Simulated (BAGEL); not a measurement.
**BH3S (SMILES BS) at CASPT2(12,11)/def2-TZVP (density fitting with cc-pvqz-jkfit)**

What is the vertical ionisation energy of BH3S at CASPT2(12,11)/def2-TZVP (density fitting with cc-pvqz-jkfit)? 

The results are computed with BAGEL 1.2.2.

1 further run of the same task is left out (set aside as unsound or not needed). Runs told in other sessions of the task aren't counted.

## Step 1: The structure to begin with

BH3S has 5 atoms, charge 0, and is taken as a singlet. As SMILES, `BS`. Geometry: relaxed at PBE0-D4/def2-TZVP.

Bond lengths: B1–S2 1.765 Å, B1–H3 1.192 Å, B1–H4 1.190 Å, S2–H5 1.344 Å. Angles: B1–S2–H5 99.2°, S2–B1–H3 115.8°, S2–B1–H4 121.4°, H3–B1–H4 122.7°.

## Step 2: The energy at CASPT2(12,11)/def2-TZVP (density fitting with cc-pvqz-jkfit)

The input, calc.json:

```json
{ "bagel": [

{
  "title": "molecule",
  "basis": "def2-tzvp.json",
  "df_basis": "cc-pvqz-jkfit",
  "angstrom": true,
  "geometry": [
    { "atom": "B", "xyz": [   -0.392100,   -0.421000,    0.088100 ] },
    { "atom": "S", "xyz": [    0.161700,    1.236900,   -0.154300 ] },
    { "atom": "H", "xyz": [   -1.562900,   -0.556400,    0.264200 ] },
    { "atom": "H", "xyz": [    0.367100,   -1.337600,    0.074200 ] },
    { "atom": "H", "xyz": [    1.476100,    1.004400,   -0.313600 ] }
  ]
},
{ "title": "hf" },
{ "title": "casscf", "nstate": 1, "nact": 11, "nclosed": 6, "maxiter": 200, "natocc": true },
{ "title": "print", "file": "orbitals.molden", "orbitals": true },
{ "title": "smith", "method": "caspt2", "ms": true, "xms": true, "sssr": true, "shift": 0.0, "ncore": 6 }

]}
```

The basis set def2-TZVP is read from a file made from the Basis Set Exchange's data (not shown).

The run is started by

```
BAGEL_NUM_THREADS=1 BAGEL calc.json > calc.out
```

Output:

```text
* using 1 threads per process

  ===============================================================
  ===============================================================

  *** Geometry ***

  { "atom" : "B", "xyz" : [     -0.740962,     -0.795575,      0.166485 ] },
  { "atom" : "S", "xyz" : [      0.305569,      2.337402,     -0.291585 ] },
  { "atom" : "H", "xyz" : [     -2.953453,     -1.051444,      0.499266 ] },
  { "atom" : "H", "xyz" : [      0.693718,     -2.527698,      0.140218 ] },
  { "atom" : "H", "xyz" : [      2.789425,      1.898041,     -0.592618 ] },

  Number of auxiliary basis functions:      407

  Since a DF basis is specified, we compute 2- and 3-index integrals:
    o Being stored without compression. Storage requirement is 0.024 GB

  Number of basis functions:       86
  Number of electrons      :       24

    * METHOD: MOLECULE                             0.16

  *** RHF ***

  === Nuclear Repulsion ===
    43.0705489642

      * DIIS with orbital gradients will be used.

  === RHF iteration (def2-tzvp.json) ===
      0       -423.95589673          0.01049755           0.03
      1       -423.99080262          0.00330460           0.03
      2       -423.99459595          0.00118030           0.03
      3       -423.99514227          0.00021686           0.03
      4       -423.99517126          0.00006880           0.03
      5       -423.99517376          0.00001889           0.03
[... 4 lines of this table left out ...]
     10       -423.99517409          0.00000003           0.03
     11       -423.99517409          0.00000001           0.03
    * SCF iteration converged.

    * Permanent dipole moment:
           (   -0.326488,     0.155490,     0.029818) a.u.

    * METHOD: HF                                   0.48

  ---------------------------
      CASSCF calculation
  ---------------------------

    * nstate   :      1
    * nclosed  :      6
    * nact     :     11
    * nvirt    :     69
  === CASSCF iteration (def2-tzvp.json) ===

    * Using the second-order algorithm

      0  0      -424.00610962     1.07e-03      3.84

      1  0      -424.03646478     1.66e-03      4.67

      2  0      -424.05974284     9.63e-04      4.93

[... 99 lines of this table left out ...]

     53  0      -424.09364107     6.51e-09      4.58

    * Second-order optimization converged. *

     guess   0:   closed 111111.....          open ...........

  === FCI iteration ===

      0  0      -423.99389629     8.71e-04      0.28
      1  0      -424.08676648     2.77e-04      0.27
      2  0      -424.09323127     6.95e-05      0.28
      3  0      -424.09360327     2.00e-05      0.28
      4  0      -424.09363765     6.19e-06      0.28
      5  0      -424.09364083     1.69e-06      0.27
[... 6 lines of this table left out ...]
     12  0      -424.09364107     2.17e-10      0.29
     13  0 *    -424.09364107     6.41e-11      0.26

     * ci vector, state   0, <S^2> = -0.0000
       222222.....    -0.9685024915
       22222..2...     0.0652242339
       2222.22....     0.0625706180
       222.222....     0.0585788592
       22222...2..     0.0580185934

    * METHOD: CASSCF                             256.13

    * METHOD: PRINT                                0.02

  === SMITH program ===

    * freezing 6 orbitals

    * Approximate memory requirement for SMITH calulation per MPI process:
      o Storage requirement for T-amplitude, lambda, and residual is 0.01 GB
      o Storage requirement for MO integrals is 0.01 GB
    * Calculating and saving rdm4f

    * Third and Fock-weighted fourth order RDM ( 1, 1) evaluation
      will be done with 3 passes

    * Zeroth order energy : state  0       -7.1387221700

    * CASPT2 iteration is performed using redundant basis

      ---- iteration ----

        0    -0.18757929     0.00408972      1.37
        1    -0.18854426     0.00042069      1.39
        2    -0.18855892     0.00004424      1.37
        3    -0.18855911     0.00000719      1.37
        4    -0.18855912     0.00000092      1.38

      -------------------

    * CASPT2 energy : state  0     -424.2822001952
        reference weight              0.9376496502

    * METHOD: SMITH                               78.82

  ===============================================================
```

Wall time 5.6 min (1 thread of Arm Neoverse V1, shared host); peak memory 12 GiB.

## Step 3: The doublet cation, same level

The input, caspt2.json:

```json
{ "bagel": [

{
  "title": "molecule",
  "basis": "def2-tzvp.json",
  "df_basis": "cc-pvqz-jkfit",
  "angstrom": "true",
  "geometry": [
    { "atom": "B", "xyz": [   -0.392100,   -0.421000,    0.088100 ] },
    { "atom": "S", "xyz": [    0.161700,    1.236900,   -0.154300 ] },
    { "atom": "H", "xyz": [   -1.562900,   -0.556400,    0.264200 ] },
    { "atom": "H", "xyz": [    0.367100,   -1.337600,    0.074200 ] },
    { "atom": "H", "xyz": [    1.476100,    1.004400,   -0.313600 ] }
  ]
},
{ "title": "hf", "charge": 2 },
{ "title": "casscf", "nstate": 1, "nact": 11, "nclosed": 6, "charge": 1, "nspin": 1, "maxiter": 200, "natocc": "true" },
{ "title": "print", "file": "orbitals.molden", "orbitals": "true" },
{ "title": "smith", "method": "caspt2", "ms": "true", "xms": "true", "sssr": "true", "shift": 0.0, "ncore": 6 }

]}
```

The basis set def2-TZVP is read from a file made from the Basis Set Exchange's data (not shown).

The run is started by

```
BAGEL_NUM_THREADS=1 BAGEL caspt2.json > caspt2.out
```

Output:

```text
* using 1 threads per process

  ===============================================================
  ===============================================================

  *** Geometry ***

  { "atom" : "B", "xyz" : [     -0.740962,     -0.795575,      0.166485 ] },
  { "atom" : "S", "xyz" : [      0.305569,      2.337402,     -0.291585 ] },
  { "atom" : "H", "xyz" : [     -2.953453,     -1.051444,      0.499266 ] },
  { "atom" : "H", "xyz" : [      0.693718,     -2.527698,      0.140218 ] },
  { "atom" : "H", "xyz" : [      2.789425,      1.898041,     -0.592618 ] },

  Number of auxiliary basis functions:      407

  Since a DF basis is specified, we compute 2- and 3-index integrals:
    o Being stored without compression. Storage requirement is 0.024 GB

  Number of basis functions:       86
  Number of electrons      :       24

    * METHOD: MOLECULE                             0.18

  *** RHF ***

  === Nuclear Repulsion ===
    43.0705489642

      * DIIS with orbital gradients will be used.

  === RHF iteration (def2-tzvp.json) ===
      0       -422.68061293          0.01722111           0.03
      1       -422.76405413          0.01206943           0.03
      2       -422.79954757          0.00379560           0.03
      3       -422.80783010          0.00184827           0.03
      4       -422.81116722          0.00130658           0.03
      5       -422.81521867          0.00073660           0.03
[... 22 lines of this table left out ...]
     28       -422.81741915          0.00000001           0.03
     29       -422.81741915          0.00000001           0.03
    * SCF iteration converged.

    * Permanent dipole moment:
           (   -0.383679,     0.844991,    -0.031080) a.u.

    * METHOD: HF                                   1.02

  ---------------------------
      CASSCF calculation
  ---------------------------

    * nstate   :      1
    * nclosed  :      6
    * nact     :     11
    * nvirt    :     69
  === CASSCF iteration (def2-tzvp.json) ===

    * Using the second-order algorithm

      0  0      -423.64360279     1.35e-02      4.59

      1  0      -423.68062561     1.17e-03      5.12

      2  0      -423.70057361     8.12e-04      4.79

[... 81 lines of this table left out ...]

     44  0      -423.72295782     8.23e-09      4.52

    * Second-order optimization converged. *

     guess   0:   closed 11111......          open .....1.....

  === FCI iteration ===

      0  0      -423.63353497     8.11e-04      0.26
      1  0      -423.71607368     2.64e-04      0.26
      2  0      -423.72250572     7.19e-05      0.27
      3  0      -423.72292306     1.96e-05      0.26
      4  0      -423.72295457     6.17e-06      0.26
      5  0      -423.72295744     2.23e-06      0.26
[... 7 lines of this table left out ...]
     13  0      -423.72295782     1.66e-10      0.26
     14  0 *    -423.72295782     5.10e-11      0.24

     * ci vector, state   0, <S^2> = 0.7500
       22222a.....     0.9703880831
       222.2a2....     0.0648497088
       2222.a2....     0.0603261591
       2a222b.a...     0.0510791984

    * METHOD: CASSCF                             216.18

    * METHOD: PRINT                                0.02

  === SMITH program ===

    * freezing 6 orbitals

    * Approximate memory requirement for SMITH calulation per MPI process:
      o Storage requirement for T-amplitude, lambda, and residual is 0.01 GB
      o Storage requirement for MO integrals is 0.01 GB
    * Calculating and saving rdm4f

    * Third and Fock-weighted fourth order RDM ( 1, 1) evaluation
      will be done with 3 passes

    * Zeroth order energy : state  0       -9.6426251315

    * CASPT2 iteration is performed using redundant basis

      ---- iteration ----

        0    -0.16275044     0.00454639      1.31
        1    -0.16379318     0.00043917      1.28
        2    -0.16381021     0.00005277      1.29
        3    -0.16381038     0.00000638      1.35
        4    -0.16381038     0.00000086      1.33

      -------------------

    * CASPT2 energy : state  0     -423.8867682023
        reference weight              0.9445769523

    * METHOD: SMITH                               70.50

  ===============================================================
```

Wall time 4.8 min (1 thread of Arm Neoverse V1, shared host); peak memory 12 GiB.

## Step 4: Summary of results

Level: CASPT2(12,11)/def2-TZVP (density fitting with cc-pvqz-jkfit), 6 core orbitals frozen.

```
                                          quantity          value
                        singlet BH3S: total energy  -424.28220 Eh
                      doublet cation: total energy  -423.88677 Eh
vertical ionisation energy (to the doublet cation)      10.760 eV
```

The vertical ionisation energy comes to 10.76 eV (248 kcal/mol).
